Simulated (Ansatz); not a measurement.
C₂H₇O, charge +2, quartet, geometry from GFN2-xTB of the parent state (a state made from the parent by changing its charge; the spin is typed, not shown lowest); R2SCAN/6-31G run with Ansatz (a quantum-chemistry and plane-wave program).

Here is a job for Ansatz.
Ansatz 0.2 input:
```yaml
crystal:
  periodic: [false, false, false]
  atoms:
    - {symbol: C, position_ang: [1.22900215, -0.37604417, -0.00661468]}
    - {symbol: C, position_ang: [0.08246987, 0.60103209, -0.00155391]}
    - {symbol: O, position_ang: [-1.18718715, -0.17976873, -0.07214047]}
    - {symbol: H, position_ang: [-1.97465717, 0.38511414, 0.07508639]}
    - {symbol: H, position_ang: [0.07674269, 1.22024625, 0.89741563]}
    - {symbol: H, position_ang: [0.08228151, 1.22946963, -0.89318817]}
    - {symbol: H, position_ang: [2.16469576, 0.17583635, -0.02936964]}
    - {symbol: H, position_ang: [1.23247722, -0.99483360, 0.88818561]}
    - {symbol: H, position_ang: [1.19569027, -1.01022081, -0.88852026]}
    - {symbol: H, position_ang: [-1.14856530, -0.91738972, 0.57652583]}
basis:
  gaussian:
    orbitals: 6-31G
hamiltonian:
  xc: r2scan
total_charge: 2
magnetization: {spin_polarized: false, initial_magnetization: 3}
```

Output, abridged:

```
Functional definition: r2SCAN
553 factors; integrals over basis functions are off by at most 2.0e-4 eV
mean field evaluation 1: about -4169.6537 eV, gradient 1.0e2 eV
mean field evaluation 2: about -4169.6228 eV, gradient 1.0e2 eV
mean field evaluation 4: about -4181.3654 eV, gradient 5.8e1 eV
mean field evaluation 8: about -4195.3546 eV, gradient 4.9e0 eV
mean field evaluation 16: about -4195.4809 eV, gradient 2.1e-1 eV
mean field evaluation 32: about -4195.4668 eV, gradient 1.1e-4 eV
mean field evaluation 64: about -4195.0032 eV, gradient 1.1e1 eV
mean field evaluation 96: about -4168.9926 eV, gradient 6.4e1 eV
mean field -4195.46676354 eV, -154.1805597705 hartree, gradient 6.1e-6 eV, S^2 3.750000; 8 other end points of the search recorded, 0 dependent functions left out
reference -4195.46677028 eV, -154.1805600182 hartree; 14, 11 occupied and 27, 30 virtual orbitals, 553 factors
Total energy: -4195.46677028 eV, -154.1805600182 hartree
```
